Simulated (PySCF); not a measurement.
# OF2 (SMILES FOF): BLYP/cc-pVTZ

Aim: the vertical ionisation energy of OF2 at BLYP/cc-pVTZ, from 2 runs. The job is set up through a Python script.

Program for the calculation: PySCF 2.14.0.

1 further run of the same task is left out (set aside as unsound or not needed).

### 1 Starting point

OF2 has 3 atoms, charge 0, and is taken as a singlet. SMILES: `FOF`. Geometry: relaxed at GFN2-xTB.

Bond lengths: F1–O2 1.366 Å, O2–F3 1.366 Å. Angles: F1–O2–F3 106.0°.

### 2 The energy at BLYP/cc-pVTZ

The input, calc.py:

```python
from pyscf import gto, dft

mol = gto.Mole()
mol.atom = '''
F      0.956190    -0.330530     0.490900
O      0.000730     0.544900     0.060070
F     -0.956920    -0.214370    -0.550970
'''
mol.max_memory = 1860
mol.basis = 'cc-pvtz'
mol.verbose = 4
mol.build()

mf = dft.RKS(mol)
mf.xc = 'blyp'
mf.grids.level = 5
mf.conv_tol = 1e-10
mf.kernel()
if not mf.converged:
    mf = mf.newton().run(mf.mo_coeff, mf.mo_occ)

e_final = mf.e_tot
print('E(%s) = %.9f' % ('BLYP', e_final))
```

Run with:

```console
$ OMP_NUM_THREADS=1 python calc.py
```

The log of the run:

```text
PySCF version 2.14.0

[INPUT] num. atoms = 3
[INPUT] num. electrons = 26
[INPUT] charge = 0
[INPUT] spin (= nelec alpha-beta = 2S) = 0
[INPUT] symmetry False subgroup None
[INPUT] Mole.unit = angstrom
[INPUT] Symbol           X                Y                Z      unit          X                Y                Z       unit  Magmom
[INPUT]  1 F      0.956190000000  -0.330530000000   0.490900000000 AA    1.806937223048  -0.624611175952   0.927666554549 Bohr   0.0
[INPUT]  2 O      0.000730000000   0.544900000000   0.060070000000 AA    0.001379500071   1.029711765276   0.113515848303 Bohr   0.0
[INPUT]  3 F     -0.956920000000  -0.214370000000  -0.550970000000 AA   -1.808316723119  -0.405100589323  -1.041182402852 Bohr   0.0

nuclear repulsion = 75.4333872868266
number of shells = 27
number of NR pGTOs = 126
number of NR cGTOs = 90
basis = cc-pvtz
ecp = {}

******** <class 'pyscf.dft.rks.RKS'> ********
method = RKS
initial guess = minao
damping factor = 0
level_shift factor = 0
DIIS = <class 'pyscf.scf.diis.CDIIS'>
diis_start_cycle = 1
diis_space = 8
diis_damp = 0
SCF conv_tol = 1e-10
SCF conv_tol_grad = None
SCF max_cycles = 50
direct_scf = True
direct_scf_tol = 1e-13
XC library pyscf.dft.libxc version 7.0.0
    S. Lehtola, C. Steigemann, M. J.T. Oliveira, and M. A.L. Marques.,  SoftwareX 7, 1–5 (2018)
XC functionals = blyp
    A. D. Becke.,  Phys. Rev. A 38, 3098 (1988)
    C. Lee, W. Yang, and R. G. Parr.,  Phys. Rev. B 37, 785 (1988)
    B. Miehlich, A. Savin, H. Stoll, and H. Preuss.,  Chem. Phys. Lett. 157, 200 (1989)
radial grids:
    Treutler-Ahlrichs [JCP 102, 346 (1995); DOI:10.1063/1.469408] (M4) radial grids

becke partition: Becke, JCP 88, 2547 (1988); DOI:10.1063/1.454033
pruning grids: <function nwchem_prune>
grids dens level: 5
symmetrized grids: False
atomic radii adjust function: <function treutler_atomic_radii_adjust>
small_rho_cutoff = 0
Set gradient conv threshold to 1e-05
Initial guess from minao.
tot grids = 130736
init E= -275.100984751137
  HOMO = -0.27936276789702  LUMO = -0.0955235779469135  gap/eV = 5.00252
cycle= 1 E= -274.729965368958  delta_E= 0.371  |g|= 0.511  |ddm|= 1.53
  HOMO = -0.267933388331471  LUMO = -0.130724047620591  gap/eV = 3.73366
cycle= 2 E= -274.566506209601  delta_E= 0.163  |g|= 1.16  |ddm|= 0.561
  HOMO = -0.247350933216651  LUMO = -0.110407750569857  gap/eV = 3.72641
cycle= 3 E= -274.755753779355  delta_E= -0.189  |g|= 0.237  |ddm|= 0.506
  HOMO = -0.262105396257887  LUMO = -0.115881375185257  gap/eV = 3.97896
cycle= 4 E= -274.764945811631  delta_E= -0.00919  |g|= 0.0224  |ddm|= 0.127
  HOMO = -0.26041057514283  LUMO = -0.114612542417575  gap/eV = 3.96737
cycle= 5 E= -274.765026655814  delta_E= -8.08e-05  |g|= 0.00264  |ddm|= 0.0109
  HOMO = -0.260723791984002  LUMO = -0.11500936908487  gap/eV = 3.96509
cycle= 6 E= -274.765026637146  delta_E= 1.87e-08  |g|= 0.00256  |ddm|= 0.00226
  HOMO = -0.260686761572298  LUMO = -0.114978326621468  gap/eV = 3.96493
cycle= 7 E= -274.765027587346  delta_E= -9.5e-07  |g|= 0.000767  |ddm|= 0.00147
  HOMO = -0.260617387612477  LUMO = -0.114903733495657  gap/eV = 3.96507
cycle= 8 E= -274.765027678347  delta_E= -9.1e-08  |g|= 8.86e-05  |ddm|= 0.000386
  HOMO = -0.260628135501635  LUMO = -0.114917591705122  gap/eV = 3.96499
cycle= 9 E= -274.765027679431  delta_E= -1.08e-09  |g|= 5.45e-06  |ddm|= 4.46e-05
  HOMO = -0.26062761292518  LUMO = -0.114917029873986  gap/eV = 3.96499
cycle= 10 E= -274.765027679434  delta_E= -3.64e-12  |g|= 8.61e-07  |ddm|= 2.44e-06
  HOMO = -0.260627599915892  LUMO = -0.114917069401901  gap/eV = 3.96499
Extra cycle  E= -274.765027679434  delta_E= -5.68e-14  |g|= 1.18e-06  |ddm|= 8.73e-07
converged SCF energy = -274.765027679434
E(BLYP) = -274.765027679
```

Wall time 7.8 s (1 thread of Arm Neoverse V2, shared host); peak memory 0.43 GiB.

### 3 The doublet cation, same level

The input, calc.py:

```python
from pyscf import gto, dft

molecule = gto.Mole()
molecule.atom = 'F 0.956190 -0.330530 0.490900; O 0.000730 0.544900 0.060070; F -0.956920 -0.214370 -0.550970'
molecule.basis = 'cc-pvtz'
molecule.verbose = 3
molecule.spin = 1
molecule.charge = 1
molecule.max_memory = 1860
molecule.build()

myscf = dft.UKS(molecule)
myscf.xc = 'blyp'
myscf.conv_tol = 1e-10
myscf.grids.level = 5
myscf.kernel()
if not myscf.converged:
    myscf = myscf.newton().run(myscf.mo_coeff, myscf.mo_occ)

energy = myscf.e_tot
print('E = %.10f Eh' % energy)
```

Run with:

```console
$ OMP_NUM_THREADS=1 python calc.py
```

The log of the run:

```text
WARN: HOMO -0.279362767897027 >= LUMO -0.279362767897021

converged SCF energy = -274.313228552875  <S^2> = 0.7516607  2S+1 = 2.00166
E = -274.3132285529 Eh
```

Wall time 15 s (1 thread of Arm Neoverse V2, shared host); peak memory 0.44 GiB.

### 4 Results

At BLYP/cc-pVTZ:

```
                                          quantity          value
                         singlet OF2: total energy  -274.76503 Eh
                        singlet OF2: dipole moment         0.17 D
                          singlet OF2: HOMO energy       -7.09 eV
                          singlet OF2: LUMO energy       -3.13 eV
                        singlet OF2: HOMO–LUMO gap        3.96 eV
                      doublet cation: total energy  -274.31323 Eh
doublet cation: HOMO energy (highest over α and β)      -19.17 eV
 doublet cation: LUMO energy (lowest over α and β)      -17.50 eV
                              doublet cation: ⟨S²⟩          0.752
vertical ionisation energy (to the doublet cation)      12.294 eV
```

**Reading.** Removing an electron at fixed nuclei costs 12.29 eV (284 kcal/mol). −ε(HOMO) before ionisation, 7.09 eV, is 5.20 eV below this ionisation energy. Mulliken charges (singlet OF2) run from -0.06 on F3 to +0.12 on O2. Mulliken charges (doublet cation) run from +0.25 on F3 to +0.49 on O2.
